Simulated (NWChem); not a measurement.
Total energies of hydrogen sulfide (H₂S)

```
S
H 1 1.3608
H 1 1.3608 2 91.41
```
Charge 0, spin multiplicity 1.

Everything below was run with NWChem. Structure: optimised with PBE/def2-SVP, a minimum by its harmonic frequencies.

Basis set: cc-pVTZ (62 functions).

| method | total energy (Ha) |
|---|---|
| RHF | -398.71195 |
| MP2 | -398.90301 |
| B2PLYP | -399.27905 |
| PBE | -399.23173 |
| B3LYP | -399.43078 |
| LDA (SVWN5) | -398.01657 |
| CCSD(T) | -398.93501 |

Total energies of different functionals aren't comparable as a measure of quality: only differences taken within one method are. 

The correlated methods keep 5 core orbitals frozen. B3LYP has NWChem's definition, with VWN1-RPA local correlation. Coupled-cluster values serve here as a point of comparison, not as the truth.
